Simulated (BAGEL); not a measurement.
# singlet C4H4F+: levels of theory compared

Wanted: a comparison of 5 runs (HF/3-21G, HF/6-31G*, B3LYP/6-31G*, PBE0/6-31G*, RI-MP2/6-31G*) of singlet C4H4F+. 

The calculation is run with BAGEL 1.2.2.

20 further runs of the same task are left out: 20 set aside as unsound or not needed.

### Step 1. The system as given

C4H4F+: 9 atoms, total charge +1, spin state singlet. As SMILES of the parent species, `C=C1C[C]1F`. Geometry: relaxed at GFN2-xTB. That shape belongs to the parent species and isn't relaxed for this state.

Bond lengths: C1–C2 1.340 Å, C2–C3 1.521 Å, C2–C4 1.356 Å, C3–C4 1.469 Å, C4–F5 1.325 Å, C1–H6 1.076 Å, C1–H7 1.075 Å, C3–H8 1.086 Å, C3–H9 1.087 Å. Some angles: C1–C2–C3 146.1°, C1–C2–C4 152.7°, C3–C2–C4 61.1°, C2–C3–C4 53.9°, C2–C4–C3 65.0°, C2–C4–F5 147.5°, C3–C4–F5 141.7°, C2–C1–H6 121.0°, C2–C1–H7 121.0°, C2–C3–H8 119.5°.

### Step 2. The energy at HF/3-21G (density fitting with qzvpp-jkfit) (run 1)

Contents of input.json:

```json
{ "bagel" : [

{
  "title" : "molecule",
  "basis" : "3-21g",
  "df_basis" : "qzvpp-jkfit",
  "angstrom" : true,
  "geometry" : [
    { "atom" : "C", "xyz" : [   -1.476440,    0.509640,   -0.386210 ] },
    { "atom" : "C", "xyz" : [   -0.214720,    0.109230,   -0.178030 ] },
    { "atom" : "C", "xyz" : [    0.758040,   -0.547440,    0.790200 ] },
    { "atom" : "C", "xyz" : [    1.062650,   -0.105950,   -0.577610 ] },
    { "atom" : "F", "xyz" : [    2.072390,    0.275080,   -1.346890 ] },
    { "atom" : "H", "xyz" : [   -1.775050,    0.934810,   -1.328120 ] },
    { "atom" : "H", "xyz" : [   -2.220320,    0.417720,    0.384090 ] },
    { "atom" : "H", "xyz" : [    0.670650,   -1.609710,    0.997590 ] },
    { "atom" : "H", "xyz" : [    1.122800,    0.016600,    1.644980 ] }
  ]
},
{ "title" : "hf", "charge" : 1 },
{ "title" : "print", "file" : "orbitals.molden", "orbitals" : true }

]}
```

Run with:

```bash
$ BAGEL_NUM_THREADS=1 BAGEL input.json > input.out
```

The program printed:

```text
* using 1 threads per process

  ===============================================================
  ===============================================================

  *** Geometry ***

  { "atom" : "C", "xyz" : [     -2.790067,      0.963080,     -0.729831 ] },
  { "atom" : "C", "xyz" : [     -0.405762,      0.206415,     -0.336428 ] },
  { "atom" : "C", "xyz" : [      1.432488,     -1.034512,      1.493262 ] },
  { "atom" : "C", "xyz" : [      2.008117,     -0.200216,     -1.091525 ] },
  { "atom" : "F", "xyz" : [      3.916250,      0.519826,     -2.545253 ] },
  { "atom" : "H", "xyz" : [     -3.354358,      1.766535,     -2.509783 ] },
  { "atom" : "H", "xyz" : [     -4.195797,      0.789376,      0.725825 ] },
  { "atom" : "H", "xyz" : [      1.267345,     -3.041911,      1.885172 ] },
  { "atom" : "H", "xyz" : [      2.121784,      0.031369,      3.108562 ] },

  Number of auxiliary basis functions:      449

  Since a DF basis is specified, we compute 2- and 3-index integrals:
    o Being stored without compression. Storage requirement is 0.010 GB

  Number of basis functions:       53
  Number of electrons      :       37

    * METHOD: MOLECULE                             0.16

  *** RHF ***

  === Nuclear Repulsion ===
   151.7111462151

      * DIIS with orbital gradients will be used.

  === RHF iteration (3-21g) ===
      0       -251.27360744          0.02274919           0.03
      1       -251.37449442          0.01460850           0.03
      2       -251.41314621          0.00265594           0.03
      3       -251.41609286          0.00070463           0.03
      4       -251.41632413          0.00029474           0.03
      5       -251.41638058          0.00008215           0.03
      6       -251.41638564          0.00003808           0.03
      7       -251.41638659          0.00001643           0.03
      8       -251.41638683          0.00000652           0.03
      9       -251.41638686          0.00000290           0.03
     10       -251.41638687          0.00000110           0.03
     11       -251.41638687          0.00000043           0.03
     12       -251.41638687          0.00000016           0.03
     13       -251.41638687          0.00000007           0.03
     14       -251.41638687          0.00000003           0.03
     15       -251.41638687          0.00000002           0.03
     16       -251.41638687          0.00000001           0.03
    * SCF iteration converged.

    * Permanent dipole moment:
           (    1.408472,     0.084731,    -0.518863) a.u.

    * METHOD: HF                                   0.61

    * METHOD: PRINT                                0.01

  ===============================================================
```

Run time: 0.91 s. Hardware: 1 thread of Arm Neoverse V1, shared host.

### Step 3. The energy at HF/6-31G(d) (density fitting with qzvpp-jkfit, spherical functions) (run 2)

Contents of input.json:

```json
{ "bagel": [

{
  "title": "molecule",
  "basis": "6-31gs.json",
  "df_basis": "qzvpp-jkfit",
  "angstrom": true,
  "geometry": [
    { "atom": "C", "xyz": [      -1.476440,       0.509640,      -0.386210 ] },
    { "atom": "C", "xyz": [      -0.214720,       0.109230,      -0.178030 ] },
    { "atom": "C", "xyz": [       0.758040,      -0.547440,       0.790200 ] },
    { "atom": "C", "xyz": [       1.062650,      -0.105950,      -0.577610 ] },
    { "atom": "F", "xyz": [       2.072390,       0.275080,      -1.346890 ] },
    { "atom": "H", "xyz": [      -1.775050,       0.934810,      -1.328120 ] },
    { "atom": "H", "xyz": [      -2.220320,       0.417720,       0.384090 ] },
    { "atom": "H", "xyz": [       0.670650,      -1.609710,       0.997590 ] },
    { "atom": "H", "xyz": [       1.122800,       0.016600,       1.644980 ] }
  ]
},

{
  "title": "hf",
  "charge": 1
},

{
  "title": "print",
  "file": "orbitals.molden",
  "orbitals": true
}

]}
```

The basis set 6-31G* is read from a file made from the Basis Set Exchange's data (not shown).

Run with:

```bash
$ BAGEL_NUM_THREADS=1 BAGEL input.json > input.out
```

The program printed:

```text
* using 1 threads per process

  ===============================================================
  ===============================================================

  *** Geometry ***

  { "atom" : "C", "xyz" : [     -2.790067,      0.963080,     -0.729831 ] },
  { "atom" : "C", "xyz" : [     -0.405762,      0.206415,     -0.336428 ] },
  { "atom" : "C", "xyz" : [      1.432488,     -1.034512,      1.493262 ] },
  { "atom" : "C", "xyz" : [      2.008117,     -0.200216,     -1.091525 ] },
  { "atom" : "F", "xyz" : [      3.916250,      0.519826,     -2.545253 ] },
  { "atom" : "H", "xyz" : [     -3.354358,      1.766535,     -2.509783 ] },
  { "atom" : "H", "xyz" : [     -4.195797,      0.789376,      0.725825 ] },
  { "atom" : "H", "xyz" : [      1.267345,     -3.041911,      1.885172 ] },
  { "atom" : "H", "xyz" : [      2.121784,      0.031369,      3.108562 ] },

  Number of auxiliary basis functions:      449

  Since a DF basis is specified, we compute 2- and 3-index integrals:
    o Being stored without compression. Storage requirement is 0.022 GB

  Number of basis functions:       78
  Number of electrons      :       37

    * METHOD: MOLECULE                             0.21

  *** RHF ***

  === Nuclear Repulsion ===
   151.7111462151

      * DIIS with orbital gradients will be used.

  === RHF iteration (6-31gs.json) ===
      0       -252.65384739          0.01860617           0.05
      1       -252.76427692          0.01232164           0.05
      2       -252.81306433          0.00235067           0.05
      3       -252.81694316          0.00063304           0.05
      4       -252.81721729          0.00023970           0.05
      5       -252.81728673          0.00008425           0.05
      6       -252.81729558          0.00002690           0.05
      7       -252.81729661          0.00001270           0.05
      8       -252.81729683          0.00000476           0.05
      9       -252.81729686          0.00000150           0.05
     10       -252.81729686          0.00000074           0.05
     11       -252.81729686          0.00000023           0.05
     12       -252.81729686          0.00000011           0.05
     13       -252.81729686          0.00000005           0.05
     14       -252.81729686          0.00000002           0.05
     15       -252.81729686          0.00000001           0.05
    * SCF iteration converged.

    * Permanent dipole moment:
           (    1.353084,     0.072449,    -0.492540) a.u.

    * METHOD: HF                                   0.94

    * METHOD: PRINT                                0.02

  ===============================================================
```

It took 1.3 s on 1 thread of Arm Neoverse V1, shared host; peak memory 0.1 GiB.

Run 3 isn't shown in full; the table further down has it.

### Step 4. A single-point energy at PBE0/6-31G(d) (density fitting with qzvpp-jkfit, spherical functions) (run 4)

Contents of calc.json:

```json
{ "bagel": [

{
  "title": "molecule",
  "basis": "6-31gs.json",
  "df_basis": "qzvpp-jkfit",
  "angstrom": true,
  "geometry": [
    { "atom": "C", "xyz": [   -1.476440,    0.509640,   -0.386210 ] },
    { "atom": "C", "xyz": [   -0.214720,    0.109230,   -0.178030 ] },
    { "atom": "C", "xyz": [    0.758040,   -0.547440,    0.790200 ] },
    { "atom": "C", "xyz": [    1.062650,   -0.105950,   -0.577610 ] },
    { "atom": "F", "xyz": [    2.072390,    0.275080,   -1.346890 ] },
    { "atom": "H", "xyz": [   -1.775050,    0.934810,   -1.328120 ] },
    { "atom": "H", "xyz": [   -2.220320,    0.417720,    0.384090 ] },
    { "atom": "H", "xyz": [    0.670650,   -1.609710,    0.997590 ] },
    { "atom": "H", "xyz": [    1.122800,    0.016600,    1.644980 ] }
  ]
},
{
  "title": "ks",
  "xc_func": "pbe0",
  "charge": 1
},
{
  "title": "print",
  "file": "orbitals.molden",
  "orbitals": true
}

]}
```

The basis set 6-31G* is read from a file made from the Basis Set Exchange's data (not shown).

Run with:

```bash
$ BAGEL_NUM_THREADS=1 BAGEL calc.json > calc.out
```

The program printed:

```text
* using 1 threads per process

  ===============================================================
  ===============================================================

  *** Geometry ***

  { "atom" : "C", "xyz" : [     -2.790067,      0.963080,     -0.729831 ] },
  { "atom" : "C", "xyz" : [     -0.405762,      0.206415,     -0.336428 ] },
  { "atom" : "C", "xyz" : [      1.432488,     -1.034512,      1.493262 ] },
  { "atom" : "C", "xyz" : [      2.008117,     -0.200216,     -1.091525 ] },
  { "atom" : "F", "xyz" : [      3.916250,      0.519826,     -2.545253 ] },
  { "atom" : "H", "xyz" : [     -3.354358,      1.766535,     -2.509783 ] },
  { "atom" : "H", "xyz" : [     -4.195797,      0.789376,      0.725825 ] },
  { "atom" : "H", "xyz" : [      1.267345,     -3.041911,      1.885172 ] },
  { "atom" : "H", "xyz" : [      2.121784,      0.031369,      3.108562 ] },

  Number of auxiliary basis functions:      449

  Since a DF basis is specified, we compute 2- and 3-index integrals:
    o Being stored without compression. Storage requirement is 0.022 GB

  Number of basis functions:       78
  Number of electrons      :       37

    * METHOD: MOLECULE                             0.21

  *** Kohn-Sham DFT ***

    * Removing 16840 points whose weight is below 1.00e-10
    * Grid points: 117314

  === Nuclear Repulsion ===
   151.7111462151

       - DIIS with orbital gradients will be used.

  === KS iteration (pbe0 / 6-31gs.json) ===
      0       -215.77724107          0.15503625           0.33
      1       -185.88420804          0.15380630           0.32
      2       -171.40402195          0.20312887           0.32
      3       -236.90829699          0.14559721           0.32
      4       -245.69185955          0.10574379           0.32
      5       -249.45222730          0.08796837           0.32
      6       -250.93920854          0.07504858           0.32
      7       -217.35499630          0.22255479           0.32
      8       -252.45196474          0.06002612           0.32
      9       -252.59793992          0.06137453           0.32
     10       -253.91022798          0.01069262           0.32
     11       -253.93263125          0.00782960           0.32
     12       -253.95218902          0.00165981           0.32
     13       -253.95313271          0.00030119           0.32
     14       -253.95316988          0.00014786           0.32
     15       -253.95317751          0.00006312           0.31
     16       -253.95317851          0.00003778           0.31
     17       -253.95317900          0.00001622           0.32
     18       -253.95317910          0.00000673           0.32
     19       -253.95317911          0.00000272           0.32
     20       -253.95317911          0.00000077           0.32
     21       -253.95317912          0.00000053           0.32
     22       -253.95317912          0.00000017           0.31
     23       -253.95317912          0.00000017           0.31
     24       -253.95317912          0.00000006           0.32
     25       -253.95317912          0.00000003           0.32
     26       -253.95317912          0.00000001           0.32
    * SCF iteration converged.

    * Permanent dipole moment:
           (    1.095227,     0.074268,    -0.491619) a.u.

    * METHOD: KS                                   9.24

    * METHOD: PRINT                                0.02

  ===============================================================
```

Wall time 9.6 s (1 thread of Arm Neoverse V1, shared host); peak memory 0.42 GiB.

### Step 5. A single-point energy at RI-MP2/6-31G(d) (density fitting with qzvpp-jkfit, spherical functions) (run 5)

Contents of input.json:

```json
{ "bagel" : [

{
  "title" : "molecule",
  "basis" : "6-31gs.json",
  "df_basis" : "qzvpp-jkfit",
  "angstrom" : "true",
  "geometry" : [
    { "atom" : "C", "xyz" : [   -1.476440,    0.509640,   -0.386210 ] },
    { "atom" : "C", "xyz" : [   -0.214720,    0.109230,   -0.178030 ] },
    { "atom" : "C", "xyz" : [    0.758040,   -0.547440,    0.790200 ] },
    { "atom" : "C", "xyz" : [    1.062650,   -0.105950,   -0.577610 ] },
    { "atom" : "F", "xyz" : [    2.072390,    0.275080,   -1.346890 ] },
    { "atom" : "H", "xyz" : [   -1.775050,    0.934810,   -1.328120 ] },
    { "atom" : "H", "xyz" : [   -2.220320,    0.417720,    0.384090 ] },
    { "atom" : "H", "xyz" : [    0.670650,   -1.609710,    0.997590 ] },
    { "atom" : "H", "xyz" : [    1.122800,    0.016600,    1.644980 ] }
  ]
},
{ "title" : "hf", "charge" : 1 },
{ "title" : "mp2", "charge" : 1, "ncore" : 5 }

]}
```

The basis set 6-31G* is read from a file made from the Basis Set Exchange's data (not shown).

Run with:

```bash
$ BAGEL_NUM_THREADS=1 BAGEL input.json > input.out
```

The program printed:

```text
* using 1 threads per process

  ===============================================================
  ===============================================================

  *** Geometry ***

  { "atom" : "C", "xyz" : [     -2.790067,      0.963080,     -0.729831 ] },
  { "atom" : "C", "xyz" : [     -0.405762,      0.206415,     -0.336428 ] },
  { "atom" : "C", "xyz" : [      1.432488,     -1.034512,      1.493262 ] },
  { "atom" : "C", "xyz" : [      2.008117,     -0.200216,     -1.091525 ] },
  { "atom" : "F", "xyz" : [      3.916250,      0.519826,     -2.545253 ] },
  { "atom" : "H", "xyz" : [     -3.354358,      1.766535,     -2.509783 ] },
  { "atom" : "H", "xyz" : [     -4.195797,      0.789376,      0.725825 ] },
  { "atom" : "H", "xyz" : [      1.267345,     -3.041911,      1.885172 ] },
  { "atom" : "H", "xyz" : [      2.121784,      0.031369,      3.108562 ] },

  Number of auxiliary basis functions:      449

  Since a DF basis is specified, we compute 2- and 3-index integrals:
    o Being stored without compression. Storage requirement is 0.022 GB

  Number of basis functions:       78
  Number of electrons      :       37

    * METHOD: MOLECULE                             0.21

  *** RHF ***

  === Nuclear Repulsion ===
   151.7111462151

      * DIIS with orbital gradients will be used.

  === RHF iteration (6-31gs.json) ===
      0       -252.65384739          0.01860617           0.05
      1       -252.76427692          0.01232164           0.05
      2       -252.81306433          0.00235067           0.05
      3       -252.81694316          0.00063304           0.05
      4       -252.81721729          0.00023970           0.05
      5       -252.81728673          0.00008425           0.05
      6       -252.81729558          0.00002690           0.05
      7       -252.81729661          0.00001270           0.05
      8       -252.81729683          0.00000476           0.05
      9       -252.81729686          0.00000150           0.05
     10       -252.81729686          0.00000074           0.05
     11       -252.81729686          0.00000023           0.05
     12       -252.81729686          0.00000011           0.05
     13       -252.81729686          0.00000005           0.05
     14       -252.81729686          0.00000002           0.05
     15       -252.81729686          0.00000001           0.05
    * SCF iteration converged.

    * Permanent dipole moment:
           (    1.353084,     0.072449,    -0.492540) a.u.

    * METHOD: HF                                   0.95

  *** RHF ***

  === Nuclear Repulsion ===
   151.7111462151

      * DIIS with orbital gradients will be used.

  === RHF iteration (6-31gs.json) ===
      0       -252.81729686          0.00000001           0.05
    * SCF iteration converged.

    * Permanent dipole moment:
           (    1.353084,     0.072449,    -0.492540) a.u.

  === DF-MP2 calculation ===

    * freezing 5 orbitals
    * 3-index integral transformation done
    * assembly done

      MP2 correlation energy:   -0.6518152910      0.04

      MP2 total energy:       -253.4691121528

    * METHOD: MP2                                  0.16

  ===============================================================
```

Wall time 1.4 s (1 thread of Arm Neoverse V1, shared host); peak memory 0.1 GiB.

### Step 6. The series

| run | level | frozen core orbitals | energy (Eh) | HOMO energy (eV) | LUMO energy (eV) | HOMO–LUMO gap (eV) | wall time |
| --- | --- | --- | --- | --- | --- | --- | --- |
| 1 | HF/3-21G (density fitting with qzvpp-jkfit) | – | -251.416387 | -17.40 | -6.23 | 11.17 | 0.91 s |
| 2 | HF/6-31G* (density fitting with qzvpp-jkfit, spherical functions) | – | -252.817297 | -17.17 | -6.01 | 11.16 | 1.3 s |
| 3 | B3LYP/6-31G* (density fitting with qzvpp-jkfit, spherical functions) | – | -254.235472 | -14.58 | -10.12 | 4.46 | 9.9 s |
| 4 | PBE0/6-31G* (density fitting with qzvpp-jkfit, spherical functions) | – | -253.953179 | -14.83 | -9.97 | 4.85 | 9.6 s |
| 5 | RI-MP2/6-31G* (density fitting with qzvpp-jkfit, spherical functions) | 5 | -253.469112 | – | – | – | 1.4 s |

### Step 7. Outcome

| quantity | value |
| --- | --- |
| run 5: total energy | -253.46911 Eh |
| run 5: correlation energy (5 core orbitals frozen) | -651.8 mEh |

**Reading.** Over runs 1, 2, 3, 4 the HOMO–LUMO gap runs from 4.46 eV (B3LYP/6-31G*) to 11.17 eV (HF/3-21G). The two ends differ in method and basis. Totals of different functionals can't be ranked against each other. All runs together took 23 s, the longest 9.9 s.
